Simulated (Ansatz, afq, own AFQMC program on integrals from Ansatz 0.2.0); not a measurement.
## AlH3Br, doublet in cc-pVTZ, levels against AFQMC with the constraint released

```yaml
atoms:
  - { symbol: Al, position_ang: [-2.6067, 0.0000, 0.0000] }
  - { symbol: H, position_ang: [-3.3996, 1.3734, 0.0000] }
  - { symbol: H, position_ang: [-3.3996, -1.3734, 0.0000] }
  - { symbol: H, position_ang: [-0.8207, 0.0000, 0.0000] }
  - { symbol: Br, position_ang: [0.9763, 0.0000, 0.0000] }
```

Connectivity, by distances: AlH2 ··· Br, 1 bridging H.

Basis cc-pVTZ. Only valence electrons are correlated. AFQMC by an in-house program on the Cholesky factors that Ansatz 0.2.0 writes for its CCSD(T) run. ph-AFQMC/CISD is guided by a CISD state made of CCSD amplitudes; releasing the constraint for a short imaginary time cuts its bias at the price of noise, slowly where states lie close. Uncertainties: one standard error, sampling alone. No spin–orbit coupling.

Determinant: UHF, the one that the program's search chose, which needn't be the lowest solution. The geometry is a point of a scan.

No full CI on the walks' own integrals is used here. The released AFQMC energy serves as the reference, which it does only where one determinant dominates, the energy is flat over the last release times and near the phaseless one (40 meV or 2 meV an electron, half that with transition metals). On small molecules, where full CI could be run and the noise was under 10 meV, such values lay within 10 meV of it in 19 cases of 20, a flattering rate, since the rule was set on those same cases; what remains of the bias isn't in the error bar.

Cautions: no relativity below Rb; no spin-orbit coupling; inner d shell frozen; the released value is read at 2.40 1/Eh (meV from the phaseless value at times in 1/Eh: -4 ± 5 at 0.24, -2 ± 6 at 0.51, 0 ± 8 at 0.99, -7 ± 6 at 1.62, 1 ± 8 at 2.40).

* T1 diagnostic: 0.0146
* weight of the determinant in the CISD state: 0.863
* ⟨S²⟩ of the determinant: 0.779
* size of the correlated space: 13 electrons in 100 orbitals

| level | correlation energy (eV) |
| --- | --- |
| MP2 | -6.7273 |
| CCSD | -7.8132 |
| CCSD(T) | -8.0540 |

Question: Estimate where phaseless AFQMC with a CISD trial lies against CCSD(T) on the same integrals.

Answer: 3.9 ± 0.5 kJ/mol below CCSD(T).

Reference: AFQMC with the constraint released, correlation energy -8.093 ± 0.008 eV.

```csv
level,E − E(reference) (kJ/mol),share of correlation (%)
CCSD(T),3.8 ± 0.8,99.51
ph-AFQMC/CISD,-0.1 ± 0.9,100.02
```

A walk keeps the symmetry of its determinant, which the program's search chose and which needn't be the lowest solution, so a lower state of the same spin and another symmetry isn't excluded. Released energies are given only where the last usable release times agree within the noise; a slower fall can still hide under it.
